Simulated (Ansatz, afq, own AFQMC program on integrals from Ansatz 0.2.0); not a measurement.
Integrals from Ansatz 0.2.0, then the random walk in our own AFQMC program (afq).

```yaml
crystal:
  periodic: [false, false, false]
  atoms:
    - {symbol: Cl, position_ang: [0.000000, 0.000000, -1.463600]}
    - {symbol: H, position_ang: [0.000000, 0.000000, -0.184800]}
    - {symbol: Si, position_ang: [0.000000, 0.000000, 1.648400]}
basis:
  gaussian: {orbitals: cc-pVTZ}
magnetization: {spin_polarized: true, initial_magnetization: 2}
correlation: {method: ccsd_t, electrons: outside_noble_gas, hamiltonian_folder: ham}
```

```sh
$ ansatz run in.yaml --threads 1 --pin off --events-out ev --progress --plain --max-ram 24576MiB --backend cuda --devices 0, --max-vram 18GiB
```

Options of the walk:

```
--method phaseless --trial cisd --walkers 2700 --populations 20 --least-time 60 --time-step 0.005 --steps-per-block 50 --equilibration-blocks 28 --max-blocks 4000 --target-error 0.00021 --factor-cut 1e-05 --start spin_pure --seed 227 --release-times 0.24,0.51,0.99,1.62,2.4 --release-step 0.03 --release-every 3 --taylor-order 6
```

Times are imaginary, in 1/Eh. The walk had a cap of 242 s. With eight or more populations the least sampling time is a fifth of least-time, and the error comes from their spread.

Output of the walk:

```
orbitals 72  electrons 7 5  factors 471 of 488
reference energy -748.93453735 Eh
CCSD correlation -0.30767518 Eh in 11 cycles, weight of the determinant in the CISD state 0.8600
energy of the start -749.241411 Eh
 block  time / (1/Eh)  mean weight  energy / Eh
     1     0.250  0.9995  -749.237625
     2     0.500  0.9998  -749.241590
     3     0.750  0.9999  -749.244951
     4     1.000  1.0000  -749.247843
     5     1.250  0.9998  -749.250242
     9     2.250  0.9999  -749.254453
    15     3.750  1.0001  -749.255556
    23     5.750  0.9998  -749.255740
    31     7.750  0.9999  -749.255784
    39     9.750  0.9995  -749.255720
    47    11.750  0.9997  -749.255655
    55    13.750  1.0001  -749.255033
    63    15.750  1.0002  -749.255269
    67    16.750  1.0000  -749.253225
    71    17.750  1.0002  -749.255159
    79    19.750  1.0001  -749.257095
    87    21.750  1.0001  -749.256242
error from the spread of 20 populations
released: time / (1/Eh)  energy / Eh  error  mean overlap
  0.24  -749.255581  0.000112  0.9949
  0.51  -749.255962  0.000117  0.9883
  0.99  -749.256244  0.000135  0.9763
  1.62  -749.256134  0.000160  0.9680
  2.40  -749.256177  0.000201  0.9575
energy -749.255507 +/- 0.000199 Eh
(rows thinned)
```

The run passed its tests (sampling time, drift between the halves within three errors, error under three times the target), which doesn't prove that it has relaxed.

Against this walk (error 5.4 meV) on the same determinant: CCSD(T) 33.0 meV higher, CCSDT(Q) 16.1 meV lower. The error is statistical and leaves out the bias of the constraint. Released to 2.40 1/Eh the energy lies 18 ± 8 meV (both errors) below the phaseless value, which shows part or all of the bias of the constraint, and CCSDT(Q) lies 2.2 meV above the released value.

Cautions: constraint bias not in the error; lower spins were not checked.

The walk took 2.4 min on 1 × NVIDIA H100 80GB HBM3 with 2 threads of AMD EPYC 7R13 Processor (Zen 3), on a shared host (the card was shared). The log's last line is the phaseless energy.

CCSDT and higher add their correlation energy to the determinant of the CCSD(T) run, since their own runs factorise the integrals more tightly (a shift of under 2 meV). A walk keeps the symmetry of its determinant, which the program's search chose and which needn't be the lowest solution, so a lower state of the same spin and another symmetry isn't excluded.
